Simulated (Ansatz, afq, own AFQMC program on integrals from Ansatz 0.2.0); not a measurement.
## Ru⁺, quartet in def2-TZVPP, levels against CCSDT(Q)

A free Ru cation.

Basis def2-TZVPP with its core potentials. Noble-gas cores (and the filled d shells of Ga–Kr and In–Xe) are frozen. Ansatz 0.2.0 and our own AFQMC program on the same integrals; the CISD trial comes from CCSD amplitudes, and released means the phaseless constraint is let go. ± is one standard error of the sampling. No spin–orbit coupling. The metal's outer-core s and p shells are frozen, which shifts wave-function levels against functionals.

Determinant: UHF, the one that the program's search chose, which needn't be the lowest solution.

No full CI on the walks' own integrals is used here; CCSDT(Q) serves as the reference and is uncertain by about the last step of the cluster series.

Cautions: no spin-orbit coupling; outer-core shells of the metal frozen.

```
T1 diagnostic                               : 0.0024
weight of the determinant in the CISD state : 0.955
⟨S²⟩ of the determinant                     : 3.756
size of the correlated space                : 7 electrons in 52 orbitals
```

Reference: CCSDT(Q), correlation energy -4.421 eV. The released energy is read at 1.50 1/Eh (meV from the phaseless value at times in 1/Eh: -5.6 ± 1.5 at 0.24, -5.4 ± 1.4 at 0.50, -9.8 ± 1.3 at 1.00, -9.0 ± 1.5 at 1.50).

```json
{"level": "HF", "E − E(reference) (kcal/mol)": "101.95", "share of correlation (%)": "0.00"}
{"level": "MP2", "E − E(reference) (kcal/mol)": "5.63", "share of correlation (%)": "94.48"}
{"level": "CCSD", "E − E(reference) (kcal/mol)": "3.20", "share of correlation (%)": "96.86"}
{"level": "CCSD(T)", "E − E(reference) (kcal/mol)": "0.29", "share of correlation (%)": "99.71"}
{"level": "CCSDT", "E − E(reference) (kcal/mol)": "0.05", "share of correlation (%)": "99.95"}
{"level": "ph-AFQMC/CISD", "E − E(reference) (kcal/mol)": "0.27 ± 0.04", "share of correlation (%)": "99.74"}
{"level": "released AFQMC", "E − E(reference) (kcal/mol)": "0.06 ± 0.03", "share of correlation (%)": "99.94"}
```

A walk keeps the symmetry of its determinant, which the program's search chose and which needn't be the lowest solution, so a lower state of the same spin and another symmetry isn't excluded. Released energies are given only where the last usable release times agree within the noise; a slower fall can still hide under it.
